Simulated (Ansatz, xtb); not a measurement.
## Relaxing a trial structure of COSi+

The starting geometry of this gas-phase doublet has its atoms placed at random.

```xyz
3

C     0.9002    1.3405    0.0676
O     0.6110   -0.1316    1.3603
Si    1.4100   -0.1300   -0.7824
```

Q: Guess where an optimisation with r2SCAN-D4/def2-SVP ends from this start.

A: It ends as a structure given below by its coordinates. Distances that change by over a tenth: C1–Si3 (1.77 → 2.05 Å). Contacts that close: C1–O2 (1.98 → 1.20 Å), O2–Si3 (2.29 → 1.98 Å).

The energy falls by 5.45 eV over 8 steps:

| step | E − E(last) (eV) |
| --- | --- |
| 1 | 5.449 |
| 2 | 3.501 |
| 3 | 0.738 |
| 4 | 0.071 |
| 5 | 0.010 |
| 6 | 0.002 |
| 7 | 0.000 |
| 8 | 0.000 |

Final geometry (Å):

```xyz
3

C     0.7833    1.2219    0.4227
O     0.7056    0.1716    1.0000
Si    1.4322   -0.3146   -0.7772
```

From the same start GFN2-xTB ends elsewhere, differing in O2–Si3 (3.03 against 1.98 Å here).

From so rough a start the end depends on the optimiser's path, so another program may land elsewhere. The end wasn't checked by frequencies. Open shells are spin-unrestricted. Run with Ansatz 0.2.0, 23 s on 2 threads of Intel(R) Xeon(R) Platinum 8259CL CPU @ 2.50GHz (Skylake/Cascade Lake) (shared host).
